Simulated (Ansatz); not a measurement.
## Zone-centre LO phonon frequency of rock-salt MgO: levels of theory against measurement

Reference value: 710 cm⁻¹ (measured, temperature not stated, no zero-point or thermal correction, our sources range from 710 to 721; as tabulated in He et al. (2014), arXiv:1309.4805).

### Question
Put these levels in order of the zone-centre LO phonon frequency that they give for rock-salt MgO, smallest first: BLYP (Ansatz, a program for electronic structure), PBE-D3(BJ) (Ansatz), RPBE (Ansatz).

### Answer
RPBE (662 cm⁻¹), BLYP (675 cm⁻¹), PBE-D3(BJ) (702 cm⁻¹)

Unless a cell is named, each level is at its own relaxed cell (BLYP 9.76, RPBE 9.93, PBE-D3(BJ) 9.31 Å³/atom).

Differences against the reference: BLYP -4.9 %, RPBE -6.8 %, PBE-D3(BJ) -1.1 %.

The measured value isn't corrected to a static lattice, so vibrations enter the comparison.  PBE-D3(BJ): the dispersion coefficients are held fixed in the derivatives. Each level is taken at its own relaxed cell. Ansatz's density-functional and Hartree–Fock values are scalar-relativistic unless marked +SOC, with PAW data made under PBE.

Differences are worked out from the printed values.
